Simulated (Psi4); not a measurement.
Process, species as SMILES: OO (H2O2) → [O-]O + H+
B3LYP-D3(BJ)/def2-TZVP geometries, fixed; electronic energies without zero-point terms.
Largest species:
```
O
H 1 0.9680
O 1 1.4504 2 100.54
H 3 0.9680 1 100.54 2 115.91
```
Charge 0, spin multiplicity 1.

Basis-set convergence of the deprotonation energy at B3LYP with Psi4. Cartesian d functions, on some or all atoms, in 6-31G*, 6-31G**, 6-31+G*; all else is spherical. Density fitting with the program's default auxiliary sets. Psi4's default fitting sets serve the pcseg sets less well. No added dispersion term, no relativity. Functions are those of the species that has most. Reference: the value in aug-cc-pVQZ, 381.75 kcal/mol, itself unsure by roughly 0.04 kcal/mol (its distance from def2-QZVPPD). Deviations are taken from unrounded values.

```json
[
 {"basis": "STO-3G", "functions": "12", "deprotonation energy (kcal/mol)": "530.47", "minus reference (kcal/mol)": "148.72"},
 {"basis": "pcseg-0", "functions": "22", "deprotonation energy (kcal/mol)": "398.90", "minus reference (kcal/mol)": "17.15"},
 {"basis": "def2-SV(P)", "functions": "32", "deprotonation energy (kcal/mol)": "403.21", "minus reference (kcal/mol)": "21.47"},
 {"basis": "6-31G*", "functions": "34", "deprotonation energy (kcal/mol)": "405.49", "minus reference (kcal/mol)": "23.75"},
 {"basis": "def2-SVP", "functions": "38", "deprotonation energy (kcal/mol)": "408.60", "minus reference (kcal/mol)": "26.85"},
 {"basis": "6-31G**", "functions": "40", "deprotonation energy (kcal/mol)": "408.49", "minus reference (kcal/mol)": "26.74"},
 {"basis": "6-31+G*", "functions": "42", "deprotonation energy (kcal/mol)": "377.26", "minus reference (kcal/mol)": "-4.49"},
 {"basis": "6-311G**", "functions": "48", "deprotonation energy (kcal/mol)": "401.87", "minus reference (kcal/mol)": "20.12"},
 {"basis": "6-311+G**", "functions": "56", "deprotonation energy (kcal/mol)": "380.69", "minus reference (kcal/mol)": "-1.05"},
 {"basis": "def2-SVPD", "functions": "62", "deprotonation energy (kcal/mol)": "379.63", "minus reference (kcal/mol)": "-2.11"},
 {"basis": "aug-cc-pVDZ", "functions": "64", "deprotonation energy (kcal/mol)": "379.89", "minus reference (kcal/mol)": "-1.85"},
 {"basis": "aug-pcseg-1", "functions": "64", "deprotonation energy (kcal/mol)": "378.23", "minus reference (kcal/mol)": "-3.52"},
 {"basis": "def2-TZVPP", "functions": "90", "deprotonation energy (kcal/mol)": "390.19", "minus reference (kcal/mol)": "8.44"},
 {"basis": "def2-TZVPD", "functions": "98", "deprotonation energy (kcal/mol)": "380.73", "minus reference (kcal/mol)": "-1.01"},
 {"basis": "6-311++G(3df,3pd)", "functions": "114", "deprotonation energy (kcal/mol)": "382.87", "minus reference (kcal/mol)": "1.12"},
 {"basis": "def2-TZVPPD", "functions": "114", "deprotonation energy (kcal/mol)": "381.50", "minus reference (kcal/mol)": "-0.24"},
 {"basis": "aug-cc-pVTZ", "functions": "138", "deprotonation energy (kcal/mol)": "381.31", "minus reference (kcal/mol)": "-0.43"},
 {"basis": "cc-pV5Z", "functions": "292", "deprotonation energy (kcal/mol)": "385.32", "minus reference (kcal/mol)": "3.58"}
]
```
